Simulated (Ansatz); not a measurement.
## HSiCl, singlet in cc-pVDZ: errors against RCCSDTQ

Geometry: a PBE0/def2-TZVP stationary point for this spin, not checked as a minimum.

```xyz
3

Si    0.0000   -0.0890    1.1358
Cl    0.0000    0.0300   -0.9381
H     0.0000    1.4253    1.3486
```

Basis cc-pVDZ; Ansatz 0.2.0. Only valence electrons are correlated (noble-gas cores frozen), which leaves 12 electrons in 31 orbitals. Prefix R: restricted or restricted open-shell reference; prefix U: unrestricted. Active spaces: valence = (12e, 9o) chosen from the atoms' valence shells.

Full CI isn't at hand for all of this; RCCSDTQ serves as the reference, and is uncertain by about the last step of the cluster series. The frozen core follows each run's orbitals, which can shift R against U totals by a few meV.

Unrestricted rows (U) aren't spin-pure: their determinants' ⟨S²⟩ exceeds S(S+1) by up to 0.23, so they mix in states of higher spin.

```
UHF ⟨S²⟩                          : 0.234
T1 diagnostic (RCCSD)             : 0.0145
largest doubles amplitude (RCCSD) : 0.087
```

Question: From what is known of these methods and the diagnostics, rank them by the size of their error in total energy against RCCSDTQ in cc-pVDZ, smallest first (an estimate: the text doesn't fix the numbers).
A. RCCSDT
B. RHF
C. CASSCF (valence space)
D. RCCSDT(Q)
E. RCCSD

Answer: D (0.01 mEh), A (0.52 mEh), E (7.32 mEh), C (204.74 mEh), B (253.82 mEh).

All errors are against RCCSDTQ in cc-pVDZ. Below it: RCCSDT(Q). Within each family the higher level lies nearer, as is usual though not guaranteed.

Natural occupations of CASSCF (valence space) about the gap: 1.998 1.995 1.986 1.979 1.917 0.083 0.024 0.019; effectively unpaired electrons, Σ n²(2−n)², 0.06.

Atomization energy (electronic, same basis, no zero-point term; atoms at the same level, unrestricted beside the R rows where the molecule is a closed shell, with restricted open-shell steps beyond CCSDT(Q)) at RCCSDTQ: 658.2 kJ/mol. Errors of other levels:

| level | error (kJ/mol) |
| --- | --- |
| RHF | -158.2 |
| UHF | -155.1 |
| RMP2 | 0.1 |
| CISD | -54.6 |
| RCCSD | -11.5 |
| RCCSD(T) | -1.3 |
| BCCD(T) | -1.1 |
| RCCSDT | -0.8 |
| RCCSDT(Q) | 0.1 |
| CASSCF (valence space) | -44.1 |
| NEVPT2 (valence space) | -5.2 |
| MRCISD (valence space) | -28.6 |
| MRCISD+Q (valence space) | -12.1 |

This basis is far from its limit, so the value isn't to be set against a measured one. Truncated CI isn't size-consistent, which counts against it in atomization.
